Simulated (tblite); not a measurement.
C₃H₇S (doublet state).
Z-matrix (Å and degrees, GFN2-xTB geometry), rows numbered from 1:
```
C 
C   1  1.4673
C   2  1.5462  1  110.00
S   3  1.8230  2  112.56  1   176.07
H   1  1.0727  2  120.35  3   -83.96
H   1  1.0727  2  120.42  3    83.97
H   2  1.0925  1  111.04  3   119.16
H   2  1.0936  1  110.97  3  -119.45
H   3  1.0893  2  110.96  1   -62.19
H   3  1.0891  2  110.45  1    59.10
H   4  1.3320  3   96.13  2    62.12
```

Structure optimised with GFN2-xTB, isolated species. This method treats the open shell by occupation alone, without spin polarisation.

Masses are those of the commonest isotopes; rigid-rotor values at the optimised geometry. The values belong to one conformer with, in the numbering `[CH2:1][CH2:2][CH2:3][SH:4]`, H–C1–C2–C3 -84° and 84°, C1–C2–C3–S4 176°, C2–C3–S4–H 62°.

Question: Give the principal moments of inertia and the rotational constants in MHz.

Answer: Ia = 20.33, Ib = 202.41, Ic = 210.43 u·Å²; 505379 MHz·u·Å²/I gives A = 24861, B = 2497, C = 2402 MHz.

Question: What kind of rotor is it?

Answer: A near-prolate asymmetric top; Ray's κ = -0.992.

Question: What does the inertial defect say?

Answer: Not planar: Δ = Ic − Ia − Ib = -12.31 u·Å². For a rigid frame Δ = −2 Σ m c², so Σ m c² = 6.15 u·Å² lies off the ab plane: 6.00 from hydrogen and 0.15 from heavier atoms. The atom farthest from that plane is 1.04 Å away.

Question: Give the coordinates in the principal-axis frame, origin at the centre of mass.

Answer: The sense of each axis is arbitrary; atoms in the order of the calculation.
```
atom  mass (u)   a (Å)   b (Å)   c (Å)
  C1    12.000  -2.497  -0.069  -0.016
  C2    12.000  -1.154   0.521  -0.027
  C3    12.000  -0.086  -0.592   0.074
  S4    31.972   1.614   0.055  -0.048
  H5     1.008  -2.933  -0.439  -0.924
  H6     1.008  -2.976  -0.313   0.912
  H7     1.008  -0.974   1.071  -0.953
  H8     1.008  -1.017   1.198   0.821
  H9     1.008  -0.180  -1.139   1.012
 H10     1.008  -0.182  -1.288  -0.758
 H11     1.008   1.555   0.816   1.044
```

Question: Where do the levels up to J = 5 lie, in cm⁻¹?

Answer: Above 0(0,0):
J = 1: 1(0,1) 0.1634, 1(1,1) 0.9094, 1(1,0) 0.9126
J = 2: 2(0,2) 0.4902, 2(1,2) 1.2330, 2(1,1) 1.2425, 2(2,1) 3.4805, 2(2,0) 3.4805
J = 3: 3(0,3) 0.9803, 3(1,3) 1.7184, 3(1,2) 1.7375, 3(2,2) 3.9707, 3(2,1) 3.9708, 3(3,1) 7.7087, 3(3,0) 7.7087
J = 4: 4(0,4) 1.6338, 4(1,4) 2.3657, 4(1,3) 2.3974, 4(2,3) 4.6243, 4(2,2) 4.6245, 4(3,2) 8.3623, 4(3,1) 8.3623, 4(4,1) 13.5954, 4(4,0) 13.5954
J = 5: 5(0,5) 2.4506, 5(1,5) 3.1747, 5(1,4) 3.2223, 5(2,4) 5.4413, 5(2,3) 5.4416, 5(3,3) 9.1793, 5(3,2) 9.1793, 5(4,2) 14.4124, 5(4,1) 14.4124, 5(5,1) 21.1406, 5(5,0) 21.1406
The levels of one J sum to (2J + 1)J(J + 1)(A + B + C)/3.

For this open shell read J as N, the rotation without spin; fine and hyperfine splittings come on top. Its GFN2-xTB frequencies are all real (lowest 104 cm⁻¹). Zero-point vibration and centrifugal distortion are left out.

Time: 0.25 s wall. Hardware: an Arm Neoverse V2 with one thread, shared host. This is the geometry optimisation.

These are computed values.
